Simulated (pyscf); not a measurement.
Elementary routes open to `[F][C][F]` [singlet] + `[CH2]=[CH2]` in the gas phase (singlet surface):
A. `[F][C]1([F])[CH2][CH2]1` (none broken; C–C, C–C formed)
B. `[CH2]=[CH][CH]([F])[F]` (C–H broken; C–C, C–H formed)

Structures and frequencies: ωB97X-D3(BJ)/def2-SVP in PySCF. Correlated levels are frozen-core, on RHF or UHF. ΔMP2 is the change of the MP2 total energy from the triple- to the quadruple-zeta basis.

Question: Rank the routes by free-energy barrier at 298 K, lowest first, for CCSD(T)/def2-TZVPP + ΔMP2(QZVPP) energies (ideal gas, 1 atm, RRHO with modes under 100 cm⁻¹ raised to 100, one conformer, R ln 2 for chiral ones without a mode under 150 cm⁻¹).

Answer: A (21.7 kcal/mol), B (46.7 kcal/mol)

Route A is the fastest of these, ahead of the next by 25.0 kcal/mol. The most stable products are those of B (ΔG = -46.1 kcal/mol), whose barrier is 25.0 kcal/mol higher: the kinetic and the thermodynamic product differ. At 1200 K A is still the fastest. Only these routes are compared; each barrier is that of the saddle found, and lower ones may exist. One closed-shell reference is unstable to symmetry breaking; treat the single-reference values with care. The CCSD(T) − MP2 part came from Ansatz, without density fitting, on the same reference.
